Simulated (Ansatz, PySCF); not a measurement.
Pair of molecules: H2O (SMILES O) (first 3 atoms) with H2O (SMILES O); geometry from S22 set.
(charge 0, multiplicity 1):
```xyz
6

O     -1.551    -0.115     0.000
H     -1.934     0.763     0.000
H     -0.600     0.041     0.000
O      1.351     0.111     0.000
H      1.680    -0.374    -0.759
H      1.680    -0.374     0.759
```

Counterpoise-corrected where a basis set is named; no monomer relaxation. Rows marked so take none.

Cores are frozen in the correlated methods. Rows in 3-21G, 6-311+G**, STO-3G carry no dispersion term and start afresh at each structure.

Codes used: Ansatz (a first-principles code) with Gaussian orbitals; PySCF for 3-21G rows, 6-311+G** rows, STO-3G rows, the dispersion terms. 

```csv
level,interaction energy (kcal/mol)
HF/STO-3G (no counterpoise),-5.53
HF/3-21G (no counterpoise),-10.55
SVWN5/def2-TZVPPD,-7.79
PBE-D4/def2-TZVPPD,-5.30
r2SCAN-D3(BJ)/def2-TZVPPD,-5.25
B3LYP/6-311+G** (no counterpoise),-5.72
CCSD/aug-cc-pVDZ,-4.15
CCSD(T)/aug-cc-pVDZ,-4.33
CCSD(T)/aug-cc-pVTZ,…
```

**Question.** Complete the blanks.

**Answer.** 
- CCSD(T)/aug-cc-pVTZ, interaction energy (kcal/mol): -4.73
